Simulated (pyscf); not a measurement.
H₃Si–P=PH (SMILES [SiH3]P=P) → P≡P (SMILES P#P) + SiH₄ (SMILES [SiH4]) (elimination; singlet surface; P–Si, H–P broken, H–Si formed). Single points on ωB97X-D3(BJ)/def2-SVP structures (PySCF, gas phase). MP2 and CC: frozen core, UHF for open shells. ΔMP2 is the change of the MP2 total energy from the triple- to the quadruple-zeta basis. Energies in eV from the reactant's lowest minimum found.

| level | barrier | reaction energy |
|---|---|---|
| ωB97X-D3(BJ)/def2-TZVP | 2.25 | +0.69 |
| PBE/def2-TZVP | 1.81 | +0.49 |
| r²SCAN/def2-TZVP | 1.95 | +0.48 |
| PBE0-D3(BJ)/def2-TZVP | ___ | +0.63 |
| ωB97M-D3(BJ)/def2-TZVP | 2.11 | +0.35 |
| HF/def2-TZVP | 2.85 | +0.06 |
| CCSD(T)/def2-TZVPP + ΔMP2(QZVPP) | ___ | ___ |

What belongs in the gaps?


- PBE0-D3(BJ)/def2-TZVP, barrier: 2.03
- CCSD(T)/def2-TZVPP + ΔMP2(QZVPP), barrier: 2.14
- CCSD(T)/def2-TZVPP + ΔMP2(QZVPP), reaction energy: +0.26

H₃Si–P=PH lies 0.63 eV over its isomer cyclic H₄P₂Si (SMILES [SiH2]1PP1), and others may lie lower still (electronic energy, ωB97M-D3(BJ)). This is the saddle that the search found; another between the same sides may lie lower. The CCSD(T) − MP2 part came from Ansatz, without density fitting, on the same reference.
